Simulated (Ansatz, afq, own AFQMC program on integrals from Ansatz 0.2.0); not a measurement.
**BNH, quartet: AFQMC among the cluster methods**

```csv
atom,x (Å),y (Å),z (Å)
B,0.0000,0.1790,1.5936
N,0.0000,-0.1891,-1.1135
H,0.0000,0.7076,-1.6202
```

Connectivity, by distances: B ··· NH.

Basis cc-pVDZ. Noble-gas cores (and the filled d shells of Ga–Kr and In–Xe) are frozen. Integrals, coupled cluster, full CI and functionals: Ansatz 0.2.0; the random walks run on the same integrals in our own AFQMC program. ph-AFQMC/CISD is guided by a CISD state made of CCSD amplitudes; releasing the constraint for a short imaginary time cuts its bias at the price of noise, slowly where states lie close. Uncertainties: one standard error, sampling alone.

Determinant: UHF, the one that the program's search chose, which needn't be the lowest solution. The geometry is a point of a scan.

No full CI on the walks' own integrals is used here; CCSDT(Q) serves as the reference and is uncertain by about the last step of the cluster series.

Cautions: lower spins were not checked; the released energies are still falling, so no released level is given (meV from the phaseless value at times in 1/Eh: -11 ± 8 at 0.24, -6 ± 8 at 0.51, -7 ± 7 at 0.99, -12 ± 10 at 1.62, -36 ± 13 at 2.40), though the last usable value meets CCSDT(Q) within the noise; the ph-AFQMC/HF walk drifts between its halves (2.2 errors).

- T1 diagnostic: 0.0114
- weight of the determinant in the CISD state: 0.895
- ⟨S²⟩ of the determinant: 3.773
- size of the correlated space: 9 electrons in 31 orbitals

Reference: CCSDT(Q), correlation energy -5.111 eV.

```json
{"level": "HF", "E − E(reference) (kJ/mol)": "493.1", "share of correlation (%)": "0.00"}
{"level": "MP2", "E − E(reference) (kJ/mol)": "117.9", "share of correlation (%)": "76.08"}
{"level": "CCSD", "E − E(reference) (kJ/mol)": "9.7", "share of correlation (%)": "98.04"}
{"level": "CCSD(T)", "E − E(reference) (kJ/mol)": "2.4", "share of correlation (%)": "99.52"}
{"level": "CCSDT", "E − E(reference) (kJ/mol)": "0.4", "share of correlation (%)": "99.93"}
{"level": "ph-AFQMC/HF", "E − E(reference) (kJ/mol)": "16.0 ± 5.5", "share of correlation (%)": "96.75"}
{"level": "ph-AFQMC/CISD", "E − E(reference) (kJ/mol)": "1.7 ± 0.7", "share of correlation (%)": "99.65"}
```

A walk keeps the symmetry of its determinant, which the program's search chose and which needn't be the lowest solution, so a lower state of the same spin and another symmetry isn't excluded.
